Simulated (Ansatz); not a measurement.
`NC#CCO` → 3 C• + 5 H• + N• + O•  (atomization)

Calculated with Ansatz (gas phase, PBE0-D4/def2-TZVP geometries, no zero-point term in ΔE). CBS: MP2 limit from def2 TZ/QZ plus the TZ coupled-cluster correction, frozen cores. This one scheme is used for every species, atoms too. DFT in def2-TZVPP. HSE06 is defined as in plane-wave codes. Open shells (•) are unrestricted, without spin–orbit coupling. Spin–orbit coupling would lower the free atoms: a little for C, O. One conformer a species, not always the lowest.

`NC#CCO`:

Cartesian coordinates in Å:
```
N -1.178 2.053 0.550
C -0.633 0.888 0.176
C -0.096 -0.141 -0.150
C 0.578 -1.381 -0.491
O 1.969 -1.383 -0.223
H -1.917 1.997 1.234
H -1.379 2.705 -0.193
H 0.080 -2.207 0.036
H 0.478 -1.583 -1.561
H 2.099 -0.949 0.624
```

(1) What is ΔE at CCSD(T)/CBS? (Estimate.)

(2) What do these levels give: HSE06-D4, CAM-B3LYP-D4, r2SCAN, r2SCANh, CAM-B3LYP, CCSD(T)/def2-SVP, HF/def2-TZVPP, MP2/def2-TZVPP, SCS-MP2/def2-TZVPP, HF/def2-QZVPP, SCS-MP2/def2-QZVPP, MP2/CBS(def2)? (Estimate.)

(3) What do rigid-rotor, harmonic-oscillator terms from PBE0-D4/def2-TZVP frequencies (298.15 K, 1 bar) make of the CCSD(T)/CBS value? (Estimate.)

Largest T1 diagnostic among the species: 0.012.

Answers

(1) Ansatz gave: +41.94 eV.

(2) Computed: HSE06-D4 42.45, CAM-B3LYP-D4 42.29, r2SCAN 42.02, r2SCANh 41.64, CAM-B3LYP 42.17, CCSD(T)/def2-SVP 39.60, HF/def2-TZVPP 28.65, MP2/def2-TZVPP 41.81, SCS-MP2/def2-TZVPP 41.46, HF/def2-QZVPP 28.71, SCS-MP2/def2-QZVPP 42.30, MP2/CBS(def2) 43.07 eV.

(3) Computed: ΔZPE = -2.15 eV, ΔH = +40.23 eV, ΔS = 1041 J/(mol·K), ΔG = +37.01 eV. Open shells count their whole term as degenerate.

In def2-TZVPP, CCSD(T) changes the Hartree–Fock value by +12.02 eV (the triples alone add +0.81 eV) and MP2 by +13.16 eV; breaking electron pairs costs correlation energy, which Hartree–Fock lacks. From r2SCAN to r2SCAN0 (25 % exact exchange), in def2-TZVPP and without D4, ΔE moves by −0.94 eV: exact exchange takes away binding that semilocal exchange gives to molecules. The D4 term adds +0.23 eV with B3LYP and +0.12 eV with PBE0; it sums over pairs of atoms, weighted by their polarisabilities, and B3LYP, whose exchange is more repulsive, gets the larger term.

B3LYP here is the variant with VWN-RPA as its local correlation; programs differ in this.

For atomizations the MP2-based limit and the directly extrapolated one differ by several kJ/mol either way, and by 10 to 25 for some Ge, Se and Sn compounds, so smaller differences from it don't rank the levels.
